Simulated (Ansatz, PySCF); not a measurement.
Dimer: C2H4 (SMILES C=C) (first 6 atoms) with CH4 (SMILES C); geometry from A24 set.
(charge 0, multiplicity 1):
```xyz
11

C      0.0000     0.6463    -1.6085
C      0.0000    -0.6791    -1.4538
H     -0.9240    -1.2402    -1.3878
H      0.9240    -1.2402    -1.3878
H      0.9240     1.2074    -1.6736
H     -0.9240     1.2074    -1.6736
H      0.0000     0.0830     1.5902
C      0.0000     0.0287     2.6771
H      0.8883     0.5226     3.0666
H     -0.8883     0.5226     3.0666
H      0.0000    -1.0139     2.9896
```

Basis-set superposition error: the interaction energy with monomers in their own basis, and in the dimer's basis (counterpoise).

Run with Ansatz (a first-principles code) with Gaussian orbitals; PySCF for 6-31G* rows, M06-2X. 

```
level                uncorrected (kcal/mol)  counterpoise (kcal/mol)  difference
-------------------  ----------------------  -----------------------  ----------
B97M-V/def2-TZVPPD                    -0.60                    -0.53        0.07
B3LYP/def2-TZVPPD                      0.12                     0.18        0.06
PBE0/def2-TZVPPD                      -0.25                    -0.20        0.04
BHLYP/def2-TZVPPD                     -0.01                     0.04        0.05
M06-2X/def2-TZVPPD                    -0.32                    -0.26        0.06
wB97X-V/def2-TZVPPD                   -0.55                    -0.50        0.04
wB97M-V/def2-TZVPPD                   -0.53                    -0.46        0.07
B2PLYP/def2-TZVPPD                    -0.19                    -0.07        0.12
MP2/6-31G*                            -0.80                    -0.12        0.68
CCSD/aug-cc-pVDZ                      -0.83                    -0.29        0.54
```

The error is largest for MP2/6-31G* (0.68 kcal/mol) and smallest for PBE0/def2-TZVPPD (0.04 kcal/mol).
